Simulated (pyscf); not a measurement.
HO–AlH₂ (SMILES [OH][AlH2]) + HCl (SMILES Cl) -> HO–AlH₂ (SMILES [OH][AlH2]) + HCl (SMILES Cl) (four-centre exchange; singlet surface; H–O, Cl–H broken, H–O, Cl–H formed). Structures and frequencies: ωB97X-D3(BJ)/def2-SVP in PySCF. MP2 and CC: frozen core, UHF for open shells. ΔMP2 is the change of the MP2 total energy from the triple- to the quadruple-zeta basis. Energies in kJ/mol from the separated reactants.

```csv
level,barrier,reaction energy
ωB97X-D3(BJ)/def2-TZVP,…,0.0
PBE/def2-TZVP,71.0,0.0
r²SCAN/def2-TZVP,76.3,0.0
PBE0-D3(BJ)/def2-TZVP,75.6,0.0
HF/def2-TZVP,125.4,0.0
CCSD/def2-TZVPP,106.0,0.0
CCSD(T)/def2-TZVPP + ΔMP2(QZVPP),…,0.0
```

### Question
Complete the blanks.

### Answer

- ωB97X-D3(BJ)/def2-TZVP, barrier: 89.8
- CCSD(T)/def2-TZVPP + ΔMP2(QZVPP), barrier: 93.9

Of the functionals in the table, ωB97X-D3(BJ) is closest to CCSD(T)/def2-TZVPP + ΔMP2(QZVPP) in the barrier (4.1 kJ/mol apart) and PBE least close (22.9 kJ/mol); that level has limits of its own. On the reactant side the descent ends in a complex, 27.7 kJ/mol under the separated species and 117.5 kJ/mol under the saddle at ωB97X-D3(BJ)/def2-TZVP. On the product side the descent ends in a complex, 27.6 kJ/mol under the separated species and 117.4 kJ/mol under the saddle at ωB97X-D3(BJ)/def2-TZVP. The same reactants have a lower exit, to HO–AlH–Cl + H₂ (barrier -1.4 kJ/mol at ωB97M-D3(BJ), against +87.1 kJ/mol here). One saddle was located; it need not be the lowest between these sides. The CCSD(T) − MP2 part came from Ansatz, without density fitting, on the same reference.
